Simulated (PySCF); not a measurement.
One molecule, one basis, several functionals.

Compound: thiohydroxylamine, H3NS.
SMILES: `NS`

Torsions of this conformer, `[NH2:1][SH:2]`: H–N1–S2–H -119°.

PySCF, def2-SVPD basis, density fitting, gas phase, PBE0-D3(BJ)/def2-SVP geometry; singlet excitations by full TDDFT with frozen cores, triplets by Tamm–Dancoff TDDFT and ionisation energies by ΔSCF, from the lowest of the holes tried. One functional is left out:

| functional | exact exchange (%) | HOMO energy (eV) | LUMO energy (eV) | lowest singlet excitation (eV) | lowest triplet excitation (eV) | dipole moment (D) | mean polarisability (au) | vertical ionisation energy (eV) |
| --- | --- | --- | --- | --- | --- | --- | --- | --- |
| LDA | 0 | -5.93 | -1.20 | 4.95 | 4.51 | 1.125 | 34.0 | 9.93 |
| PBE | 0 | -5.85 | -1.09 | 4.94 | 4.42 | 1.135 | 33.7 | 9.72 |
| PBE0 | 25 | -7.11 | -0.21 | 5.27 | 4.66 | 1.101 | 32.5 | 9.75 |
| BHandHLYP | 50 | -8.26 | 0.47 | 5.41 | 4.80 | 1.044 | 31.8 | 9.67 |

Task: Predict the row of B3LYP (20 % exact exchange) by straight lines through the other rows, and check it.

Result: 
| property | line | computed | computed − line | PBE0 (25 %), for comparison |
| --- | --- | --- | --- | --- |
| HOMO energy (eV) | -6.85 | -6.88 | -0.03 | -7.11 |
| LUMO energy (eV) | -0.47 | -0.51 | -0.04 | -0.21 |
| lowest singlet excitation (eV) | 5.15 | 5.13 | -0.02 | 5.27 |
| lowest triplet excitation (eV) | 4.61 | 4.60 | -0.01 | 4.66 |
| dipole moment (D) | 1.099 | 1.076 | -0.023 | 1.101 |
| mean polarisability (au) | 32.9 | 32.9 | 0.0 | 32.5 |
| vertical ionisation energy (eV) | 9.76 | 9.82 | +0.06 | 9.75 |

Task: Which of these properties follows the share of exact exchange most closely, and which least?

Result: Most closely the HOMO energy, least the vertical ionisation energy; the correlations over the tabulated rows are HOMO energy -0.999, LUMO energy 0.995, lowest singlet excitation 0.981, mean polarisability -0.981, dipole moment -0.980, lowest triplet excitation 0.972, vertical ionisation energy -0.653. The HOMO energy moves by -0.475 eV for every 10 %. Functionals with the same share still differ in their other parts: at 0 % LDA and PBE differ by 0.08 eV in it.
